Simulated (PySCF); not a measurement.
Species: difluoroborane, BF2H.
Bonds: F1–B2, B2–F3. Hydrogens: H4 on B2.

Linear response at PBE0/aug-cc-pVTZ (PySCF, frozen core in the response, non-relativistic). Geometry: PBE0-D3(BJ)/def2-TZVP; no solvent, vibrations or thermal averaging.

Static isotropic polarisability: 16.51 au (2.45 Å³), principal values 14.1, 17.4, 18.0 au.

Q: What is the polarisability at 1064 nm and at the sodium D line?

A: 16.60 au at 1064 nm (+0.5 %), 16.80 au at 589.3 nm (+1.8 %). The rise at 589.3 nm is 3.34 times that at 1064 nm; a pure ω² law gives 3.26. The lowest singlet lies at 144 nm, shorter than both wavelengths.

Q: What is the isotropic C6 coefficient between two such molecules, C6 = (3/π)∫α(iω)² dω?

A: 146.2 au (Eh·bohr⁶) by a ten-point quadrature over imaginary frequencies, which is 87.3 eV·Å⁶ or 8.43 J·nm⁶/mol.

Q: Which effective excitation energy ω̄ makes London's formula C6 = (3/4)α²ω̄ exact here?

A: ω̄ = 4·C6/(3α²) = 0.715 Eh = 19.5 eV. A one-pole form α(ω) = α/(1 − ω²/ω̄²) fitted to the 1064 nm value gives 16.0 eV.

Q: How many electrons N does the Slater–Kirkwood formula C6 = (3/4)·√N·α^(3/2) need to give this C6?

A: N = (4·C6/3)²/α³ = 8.4; the species has 24 electrons in all.

Q: What does −C6/R⁶ come to at R = 12 Å between centres?

A: -2.8 J/mol. This is the leading, orientation-averaged term; C8 and higher terms are left out.

Q: What n − 1 at the D line would an ideal gas of it have at 273.15 K and 1 atm (2.6868 × 10¹⁹ cm⁻³), by n − 1 = 2π·N·α′?

A: 4.20 × 10⁻⁴, a formal value whether or not that pressure can be reached.

Q: The lowest 10 singlets have (eV, f): 8.58, 0.051; 9.74, 0.000; 10.14, 0.003; 10.49, 0.155; 10.54, 0.014; 10.98, 0.007; 11.00, 0.039; 11.49, 0.089; 11.69, 0.015; 11.76, 0.000. What share of the static polarisability do they carry in the sum over states α = Σ f/ω²?

A: 2.53 au, 15.3 % of α; the largest term, 1.04 au, is that of the state at 10.49 eV. Their oscillator strengths add up to 0.37. Higher states carry the rest.

Q: What molar refraction at the D line follows from R = (4π/3)·N_A·α′, with α′ the polarisability volume?

A: α′ = 2.49 Å³ gives R = 6.28 cm³/mol, for isolated, non-vibrating species.

Q: What three-body coefficient follows from the one-pole estimate C9 = (3/4)·α·C6?

A: 1810 au. This is an estimate from the two numbers above, not a computed integral.

On Arm Neoverse N1, one thread (shared host), this took 10 s and 0.50 GiB of memory at its peak. This is the whole response run at PBE0/aug-cc-pVTZ, SCF included.
